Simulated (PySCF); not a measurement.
## Dipole moment and polarisability across levels of theory

Species: hydrogen isocyanide, CHN.
Atom-mapped SMILES: `[C-:1]#[NH+:2]` (hydrogens: H3 on N2)

PySCF, dipoles from the SCF density, polarisabilities from static response with core orbitals frozen. Geometry: PBE0-D3(BJ)/def2-SVP; no solvent, vibrations or thermal averaging.

Reference dipole: 3.050 D (measured, gas; NIST CCCBDB Release 22 (SRD 101), experimental dipoles). Reference dipole: 3.082 D (computed, CCSD(T)/CBS, all electrons, equilibrium geometry, gas; Hait, Head-Gordon, J. Chem. Theory Comput. 14 (2018) 1969). Reference polarisability: 2.700 Å³ (computed, CCSD(T)/CBS, static electronic, isotropic average, equilibrium geometry, gas; Hait, Head-Gordon, Phys. Chem. Chem. Phys. 20 (2018) 19800). Errors are taken against the first value of each kind. The anisotropy is √(½[(α1 − α2)² + (α2 − α3)² + (α3 − α1)²]).

| level | μ (D) | error (%) | α (Å³) | error (%) | anisotropy (Å³) |
| --- | --- | --- | --- | --- | --- |
| LDA/def2-SVPD | 3.221 | +5.6 | 2.64 | -2.3 | 1.35 |
| PBE/def2-SVPD | 3.150 | +3.3 | 2.62 | -2.9 | 1.38 |
| B3LYP/def2-SVPD | 3.091 | +1.3 | 2.57 | -4.7 | 1.32 |
| PBE0/def2-SVPD | 3.113 | +2.1 | 2.56 | -5.4 | 1.29 |
| BHandHLYP/def2-SVPD | 3.031 | -0.6 | 2.51 | -7.1 | 1.25 |
| CAM-B3LYP/def2-SVPD | 3.102 | +1.7 | 2.55 | -5.5 | 1.29 |
| wB97X-D/def2-SVPD | 3.105 | +1.8 | 2.59 | -4.0 | 1.27 |
| LC-wPBE/def2-SVPD | 3.144 | +3.1 | 2.52 | -6.7 | 1.23 |
| HF/def2-SVPD | 2.936 | -3.8 | 2.47 | -8.5 | 1.20 |
| PBE0/6-31G* | 2.981 | -2.3 | 1.86 | -31.3 | 1.63 |
| PBE0/def2-SVP | 3.138 | +2.9 | 1.99 | -26.2 | 1.53 |
| PBE0/6-31+G* | 3.089 | +1.3 | 2.35 | -13.0 | 1.59 |
| PBE0/aug-cc-pVDZ | 3.077 | +0.9 | 2.67 | -1.0 | 1.24 |
| PBE0/def2-TZVP | 3.096 | +1.5 | 2.40 | -11.3 | 1.39 |
| PBE0/def2-TZVPD | 3.065 | +0.5 | 2.70 | -0.1 | 1.19 |
| PBE0/aug-cc-pVTZ | 3.062 | +0.4 | 2.72 | +0.6 | 1.19 |

For the dipole, the smallest error is 0.4% (PBE0/aug-cc-pVTZ) and the largest 5.6% (LDA/def2-SVPD). For the polarisability, the smallest error is 0.1% (PBE0/def2-TZVPD) and the largest 31.3% (PBE0/6-31G*). The dipole runs from 2.94 D (HF/def2-SVPD) to 3.22 D (LDA/def2-SVPD). In one basis (def2-SVPD) the functionals order the polarisability from HF (lowest) to LDA (highest), a spread of 7%. With PBE0 the polarisability is 2.08 Å³ without diffuse functions (mean of 6-31G*, def2-SVP and def2-TZVP) and 2.60 Å³ with them (mean of 6-31+G*, def2-SVPD, aug-cc-pVDZ, def2-TZVPD and aug-cc-pVTZ). Measured values can belong to vibrating molecules; the computed ones are for one fixed geometry.
